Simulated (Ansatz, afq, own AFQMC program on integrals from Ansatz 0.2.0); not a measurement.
# GeNH₄, doublet in 6-31G along one coordinate

```
atom    x (Å)    y (Å)    z (Å)
  Ge   0.0000   0.0132   0.2966
   N   0.0000  -0.1277  -1.5671
   H   0.0000   1.4630   0.8219
   H   1.2578  -0.7228   0.7840
   H  -1.2578  -0.7228   0.7840
   H   0.0000   0.8080  -1.9853
```

The Ge1–N2 distance is changed with both sides rigid. Energies in kcal/mol count from this geometry (1.869 Å) at the same level; the start stands on UHF, each point on the determinant named.

Basis 6-31G. Only valence electrons are correlated. Ansatz 0.2.0 and our own AFQMC program on the same integrals; the CISD trial comes from CCSD amplitudes, and released means the phaseless constraint is let go. Uncertainties: one standard error, sampling alone. No spin–orbit coupling.

Cautions, each for one point or more: higher spins were not checked; inner d shell frozen; no relativity below Rb; no spin-orbit coupling; raised T1 diagnostic; unrestricted determinant spin contaminated; walk and cluster series may follow different spin states.

```
r(Ge1–N2) / Å  det.     T1  weight  ⟨S²⟩    PBE  wB97M-V  CCSD(T)
        1.466   UHF  0.022    0.90  0.77   81.3     82.7     92.3
        2.323   UHF  0.046    0.84  1.01   17.0     20.9     14.4
        4.087  UHF¶  0.009    0.92  1.76  69.8§    66.9§     54.4
        6.401  UHF¶  0.008    0.92  1.77  71.8§    68.1§     55.1
```

Question: Estimate the curve of phaseless AFQMC with a CISD trial, counted from the same start.

Answer: 
| r(Ge1–N2) / Å | det. | T1 | weight | ⟨S²⟩ | ph-AFQMC/CISD | released AFQMC |
| --- | --- | --- | --- | --- | --- | --- |
| 1.466 | UHF | 0.022 | 0.90 | 0.77 | 92.2 ± 0.3 | 92.6 ± 0.4 |
| 2.323 | UHF | 0.046 | 0.84 | 1.01 | 13.4 ± 0.4 | 13.7 ± 0.4* |
| 4.087 | UHF¶ | 0.009 | 0.92 | 1.76 | 54.4 ± 0.3 | 54.3 ± 0.3* |
| 6.401 | UHF¶ | 0.008 | 0.92 | 1.77 | 55.3 ± 0.3 | 55.4 ± 0.3* |

Weight is that of the determinant in the CISD state; at the start T1 is 0.014 and the weight 0.91, and ⟨S²⟩ is 0.76. ¶ marks points with a poor determinant and no full CI, where no value is sure; they don't count among the departures. An asterisk marks released energies that aren't shown to be converged. § marks a functional whose ⟨S²⟩ is too high by over 0.1. Largest departures from phaseless AFQMC with a CISD trial: CCSD(T) 1.0 kcal/mol at 2.323 (on UHF), PBE -10.9 kcal/mol at 1.466, wB97M-V -9.5 kcal/mol at 1.466. The walk's constraint bias lies outside its error bars, so these are departures and not errors. Functionals count only at points shown to share the start's state and spin. In this small basis the wave-function levels are far from their limit, so their gap to the functionals isn't the functionals' error.

A walk keeps the symmetry of its determinant, which the program's search chose and which needn't be the lowest solution, so a lower state of the same spin and another symmetry isn't excluded.
